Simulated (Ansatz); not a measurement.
We consider fluorite SrCl2, described by revPBE (plane waves, PAW; Ansatz, a program for electronic structure).

Numerical settings: plane-wave cutoff 520 eV, 8×8×8 k mesh, Fermi–Dirac smearing 0.01 eV, scalar-relativistic PAW data made under PBE.

Computed points:

| V (Å³/atom) | E − E_lowest (meV/atom) |
|---|---|
| 28.621 | 11.10 |
| 29.230 | 4.73 |
| 29.839 | 1.13 |
| 30.448 | 0.00 |
| 31.057 | 1.09 |
| 31.665 | 4.18 |
| 32.274 | 9.04 |

**Question.** Estimate the bulk modulus and its pressure derivative from these points.

**Answer.** V0 = 30.441 Å³/atom, B0 = 29.2 GPa, B′ = 4.5 (fit to the energies at full precision).

Measured, for comparison: bulk modulus 34.3 GPa (temperature not stated, not corrected to a static lattice, from elastic constants; as tabulated in Kanchana et al., Calculated structural, elastic and electronic properties of …); equilibrium volume per atom 28.27 Å³/atom (room temperature, not corrected to a static lattice; as tabulated in Kanchana et al., Calculated structural, elastic and electronic properties of …). Computed (rounded) less measured: bulk modulus -15 % (against room or unstated temperature, where such soft solids are markedly softer), equilibrium volume per atom +7.7 %.

Computed values are for the static lattice.
